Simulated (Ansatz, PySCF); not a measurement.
Molecule (SMILES): FCF.
Geometry (B3LYP-D3(BJ)/def2-TZVP, fixed):
```xyz
5

C      0.0044     0.0053     0.5043
F     -0.0170     1.1024    -0.3021
F      0.0119    -1.1085    -0.2792
H     -0.9025    -0.0002     1.1113
H      0.9218     0.0234     1.0951
```
Charge 0, spin multiplicity 1.

Near-linear dependence at PBE0/aug-cc-pVTZ with PySCF (spherical functions, density fitting): canonical orthogonalisation drops combinations whose overlap eigenvalue lies under the threshold. The set has 184 functions.

```csv
threshold,orbitals kept,energy minus last row (mEh),SCF cycles
1e-3,179,0.388,8
1e-4,182,0.089,8
1e-5,184,0.000,8
1e-6,184,0.000,8
1e-7,184,0.000,8
1e-9,184,0.000,8
```

The smallest overlap eigenvalue is 7.7e-05. Ansatz (a first-principles code) at its default drops 0 functions.
